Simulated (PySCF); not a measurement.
PySCF input (M06-2X/def2-SVP):

```python
import numpy as np, basis_set_exchange as bse
from pyscf import gto, scf, dft, df

basis = {'F': gto.basis.parse(bse.get_basis('def2-SVP', elements=['F'], fmt='nwchem')), 'H': gto.basis.parse(bse.get_basis('def2-SVP', elements=['H'], fmt='nwchem')), 'O': gto.basis.parse(bse.get_basis('def2-SVP', elements=['O'], fmt='nwchem'))}
mol = gto.M(
    atom='''
    F    -0.02225252    1.11779558   -0.29098290
    O     0.18529947   -0.00260891    0.50398691
    F    -0.07464433   -1.11750055   -0.28329124
    H    -0.61032413    0.01821598    1.13657204
    ''',
    basis=basis,
    charge=1,
    verbose=4,
    max_memory=8640,
)
mf = dft.RKS(mol, xc='m062x')
mf = mf.density_fit(auxbasis=df.autoaux(mol))
mf.conv_tol = 1e-9
mf.max_cycle = 100
mf.grids.level = 7
print('smallest overlap eigenvalue', np.linalg.eigvalsh(mol.intor('int1e_ovlp'))[0])
mf.kernel()
dip = mf.dip_moment()
```

Output:

```
PySCF version 2.14.0

[INPUT] verbose = 4
[INPUT] num. atoms = 4
[INPUT] num. electrons = 26
[INPUT] charge = 1
[INPUT] spin (= nelec alpha-beta = 2S) = 0
[INPUT] symmetry False subgroup None
[INPUT] Mole.unit = angstrom
[INPUT] Symbol           X                Y                Z      unit          X                Y                Z       unit  Magmom
[INPUT]  1 F     -0.022252520000   1.117795580000  -0.290982900000 AA   -0.042051168381   2.112327509449  -0.549877987932 Bohr   0.0
[INPUT]  2 O      0.185299470000  -0.002608910000   0.503986910000 AA    0.350165249327  -0.004930125384   0.952397230266 Bohr   0.0
[INPUT]  3 F     -0.074644330000  -1.117500550000  -0.283291240000 AA   -0.141057340452  -2.111769983551  -0.535342857088 Bohr   0.0
[INPUT]  4 H     -0.610324130000   0.018215980000   1.136572040000 AA   -1.153345452913   0.034423213291   2.147809876438 Bohr   0.0

nuclear repulsion = 83.2054812293035
number of shells = 21
number of NR pGTOs = 79
number of NR cGTOs = 47
basis = {'F': [[0, [2894.832599, -0.0053408255515], [435.4193912, -0.039904258866], [98.843328866, -0.17912768038], [27.485198001, -0.46758090825], [8.5405498171, -0.4465313102]], [0, [1.0654578038, 1.0]], [0, [0.33247346748, 1.0]], [1, [22.696633924, -0.045212874436], [4.9872339257, -0.23754317067], [1.3491613954, -0.51287353587]], [1, [0.34829881977, 1.0]], [2, [1.4, 1.0]]], 'H': [[0, [13.010701, 0.019682158], [1.9622572, 0.13796524], [0.44453796, 0.47831935]], [0, [0.12194962, 1.0]], [1, [0.8, 1.0]]], 'O': [[0, [2266.1767785, -0.0053431809926], [340.87010191, -0.03989003923], [77.363135167, -0.17853911985], [21.47964494, -0.46427684959], [6.6589433124, -0.44309745172]], [0, [0.80975975668, 1.0]], [0, [0.25530772234, 1.0]], [1, [17.721504317, 0.043394573193], [3.863550544, 0.23094120765], [1.0480920883, 0.51375311064]], [1, [0.27641544411, 1.0]], [2, [1.2, 1.0]]]}
ecp = {}
ETB for O: l = 0, exps = 0.51061544468 * 1.8^n , n = 0..13
ETB for O: l = 1, exps = 0.53172316645 * 1.8^n , n = 0..10
ETB for O: l = 2, exps = 0.55283088822 * 1.8^n , n = 0..9
ETB for O: l = 3, exps = 1.47641544411 * 2.2^n , n = 0..1
ETB for H: l = 0, exps = 0.24389924 * 1.8^n , n = 0..8
ETB for H: l = 1, exps = 0.92194962 * 2^n , n = 0..1
ETB for H: l = 2, exps = 1.6 * 2.2^n , n = 0..0
ETB for F: l = 0, exps = 0.66494693496 * 1.8^n , n = 0..13
ETB for F: l = 1, exps = 0.6807722872499999 * 1.8^n , n = 0..10
ETB for F: l = 2, exps = 0.69659763954 * 1.8^n , n = 0..9
ETB for F: l = 3, exps = 1.74829881977 * 2.2^n , n = 0..1
smallest overlap eigenvalue 0.015879667385972712

******** <class 'pyscf.df.df_jk.DFRKS'> ********
method = DFRKS
initial guess = minao
damping factor = 0
level_shift factor = 0
DIIS = <class 'pyscf.scf.diis.CDIIS'>
diis_start_cycle = 1
diis_space = 8
diis_damp = 0
SCF conv_tol = 1e-09
SCF conv_tol_grad = None
SCF max_cycles = 100
direct_scf = False
XC library pyscf.dft.libxc version 7.1.2
    S. Lehtola, C. Steigemann, M. J. T. Oliveira, and M. A. L. Marques,  SoftwareX 7, 1–5 (2018)
XC functionals = m062x
    Y. Zhao and D. G. Truhlar,  Theor. Chem. Acc. 120, 215 (2008)
    Y. Zhao and D. G. Truhlar,  Theor. Chem. Acc. 120, 215 (2008)
radial grids:
    Treutler-Ahlrichs [JCP 102, 346 (1995); DOI:10.1063/1.469408] (M4) radial grids

becke partition: Becke, JCP 88, 2547 (1988); DOI:10.1063/1.454033
pruning grids: <function nwchem_prune>
grids dens level: 7
symmetrized grids: False
atomic radii adjust function: <function treutler_atomic_radii_adjust>
small_rho_cutoff = 0
Set gradient conv threshold to 3.16228e-05
Initial guess from minao.
tot grids = 314888
******** <class 'pyscf.df.df.DF'> ********
auxbasis = {'O': [[0, [np.float64(1063.2527464440702), 1]], [0, [np.float64(590.6959702467058), 1]], [0, [np.float64(328.16442791483644), 1]], [0, [np.float64(182.31357106379807), 1]], [0, [np.float64(101.28531725766558), 1]], [0, [np.float64(56.2696206987031), 1]], [0, [np.float64(31.260900388168388), 1]], [0, [np.float64(17.367166882315768), 1]], [0, [np.float64(9.648426045730982), 1]], [0, [np.float64(5.3602366920727675), 1]], [0, [np.float64(2.9779092733737604), 1]], [0, [np.float64(1.6543940407632), 1]], [0, [np.float64(0.919107800424), 1]], [0, [np.float64(0.51061544468), 1]], [1, [np.float64(189.85001394464635), 1]], [1, [np.float64(105.47222996924796), 1]], [1, [np.float64(58.595683316248866), 1]], [1, [np.float64(32.55315739791604), 1]], [1, [np.float64(18.085087443286685), 1]], [1, [np.float64(10.047270801825936), 1]], [1, [np.float64(5.58181711212552), 1]], [1, [np.float64(3.1010095067364003), 1]], [1, [np.float64(1.722783059298), 1]], [1, [np.float64(0.9571016996099999), 1]], [1, [np.float64(0.53172316645), 1]], [2, [np.float64(109.65914268083037), 1]], [2, [np.float64(60.92174593379465), 1]], [2, [np.float64(33.84541440766369), 1]], [2, [np.float64(18.803008004257606), 1]], [2, [np.float64(10.446115557920892), 1]], [2, [np.float64(5.8033975321782725), 1]], [2, [np.float64(3.2241097400990406), 1]], [2, [np.float64(1.7911720778328002), 1]], [2, [np.float64(0.9950955987960001), 1]], [2, [np.float64(0.55283088822), 1]], [3, [np.float64(3.2481139770420002), 1]], [3, [np.float64(1.47641544411), 1]]], 'H': [[0, [np.float64(26.87760009316363), 1]], [0, [np.float64(14.93200005175757), 1]], [0, [np.float64(8.29555558430976), 1]], [0, [np.float64(4.6086419912832), 1]], [0, [np.float64(2.560356661824), 1]], [0, [np.float64(1.42242036768), 1]], [0, [np.float64(0.7902335376), 1]], [0, [np.float64(0.43901863199999996), 1]], [0, [np.float64(0.24389924), 1]], [1, [np.float64(1.84389924), 1]], [1, [np.float64(0.92194962), 1]], [2, [np.float64(1.6), 1]]], 'F': [[0, [np.float64(1384.6166664207815), 1]], [0, [np.float64(769.2314813448787), 1]], [0, [np.float64(427.35082296937696), 1]], [0, [np.float64(237.41712387187613), 1]], [0, [np.float64(131.8984021510423), 1]], [0, [np.float64(73.27689008391238), 1]], [0, [np.float64(40.70938337995132), 1]], [0, [np.float64(22.616324099972953), 1]], [0, [np.float64(12.564624499984975), 1]], [0, [np.float64(6.980346944436096), 1]], [0, [np.float64(3.8779705246867207), 1]], [0, [np.float64(2.1544280692704003), 1]], [0, [np.float64(1.196904482928), 1]], [0, [np.float64(0.66494693496), 1]], [1, [np.float64(243.0675140419985), 1]], [1, [np.float64(135.03750780111028), 1]], [1, [np.float64(75.02083766728349), 1]], [1, [np.float64(41.67824314849082), 1]], [1, [np.float64(23.154579526939344), 1]], [1, [np.float64(12.863655292744081), 1]], [1, [np.float64(7.1464751626356), 1]], [1, [np.float64(3.970263979242), 1]], [1, [np.float64(2.20570221069), 1]], [1, [np.float64(1.22539011705), 1]], [1, [np.float64(0.6807722872499999), 1]], [2, [np.float64(138.1766134511783), 1]], [2, [np.float64(76.7647852506546), 1]], [2, [np.float64(42.64710291703033), 1]], [2, [np.float64(23.692834953905738), 1]], [2, [np.float64(13.162686085503188), 1]], [2, [np.float64(7.312603380835104), 1]], [2, [np.float64(4.062557433797281), 1]], [2, [np.float64(2.2569763521096), 1]], [2, [np.float64(1.253875751172), 1]], [2, [np.float64(0.69659763954), 1]], [3, [np.float64(3.8462574034940005), 1]], [3, [np.float64(1.74829881977), 1]]]}
init E= -275.193759338769
  HOMO = -0.406708584052961  LUMO = -0.120534716511263  gap/eV = 7.78719
cycle= 1 E= -274.290856114394  delta_E= 0.903  |g|= 1.04  |ddm|= 2.01
  HOMO = -0.83684725784041  LUMO = -0.507490198249497  gap/eV = 8.96226
cycle= 2 E= -274.027101498292  delta_E= 0.264  |g|= 1.69  |ddm|= 1.46
  HOMO = -0.851603720376081  LUMO = -0.419559319406708  gap/eV = 11.75653
cycle= 3 E= -274.501925141104  delta_E= -0.475  |g|= 0.106  |ddm|= 0.879
  HOMO = -0.825082613222592  LUMO = -0.374874226484124  gap/eV = 12.25079
cycle= 4 E= -274.503575896342  delta_E= -0.00165  |g|= 0.0502  |ddm|= 0.0869
  HOMO = -0.832262433571793  LUMO = -0.379553912686375  gap/eV = 12.31883
cycle= 5 E= -274.504005352174  delta_E= -0.000429  |g|= 0.00791  |ddm|= 0.0318
  HOMO = -0.831280217719  LUMO = -0.378155481083984  gap/eV = 12.33015
cycle= 6 E= -274.50403158243  delta_E= -2.62e-05  |g|= 0.00218  |ddm|= 0.0118
  HOMO = -0.831482337929119  LUMO = -0.378333782276073  gap/eV = 12.33080
cycle= 7 E= -274.50403471535  delta_E= -3.13e-06  |g|= 0.000463  |ddm|= 0.00519
  HOMO = -0.831461499068024  LUMO = -0.378297529734108  gap/eV = 12.33122
cycle= 8 E= -274.504034900104  delta_E= -1.85e-07  |g|= 0.00013  |ddm|= 0.00128
  HOMO = -0.831461213381242  LUMO = -0.378303812415765  gap/eV = 12.33104
cycle= 9 E= -274.504034921841  delta_E= -2.17e-08  |g|= 4.32e-05  |ddm|= 0.000439
  HOMO = -0.83146089674725  LUMO = -0.378306859036262  gap/eV = 12.33095
cycle= 10 E= -274.504034923813  delta_E= -1.97e-09  |g|= 1.36e-05  |ddm|= 0.000162
  HOMO = -0.831460741805093  LUMO = -0.378306439437721  gap/eV = 12.33096
cycle= 11 E= -274.504034923845  delta_E= -3.13e-11  |g|= 9.75e-06  |ddm|= 1.66e-05
  HOMO = -0.831460400053324  LUMO = -0.378305721323918  gap/eV = 12.33097
Extra cycle  E= -274.504034923835  delta_E= 9.55e-12  |g|= 1.29e-05  |ddm|= 1.35e-05
converged SCF energy = -274.504034923835

WARN: System has nonzero charge 1; the dipole moment is origin-dependent.
Location of origin: [0. 0. 0.]

Dipole moment(X, Y, Z, Debye): -1.47740,  0.04405,  2.75082
```
